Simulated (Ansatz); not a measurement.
Results of r²SCAN (PAW; Ansatz, a first-principles code) for fcc Ag.

Settings: plane-wave cutoff 600 eV, 20×20×20 k mesh, Fermi–Dirac smearing 0.1 eV, finite displacements, no spin polarisation, scalar-relativistic PAW data made under PBE.

Computed at the level's own relaxed cell.

Harmonic phonon frequencies (cm⁻¹; i marks an imaginary mode):

| q point | frequencies |
|---|---|
| X | 109 109 163 |
| L | 73 73 166 |

No imaginary mode appears at these points.
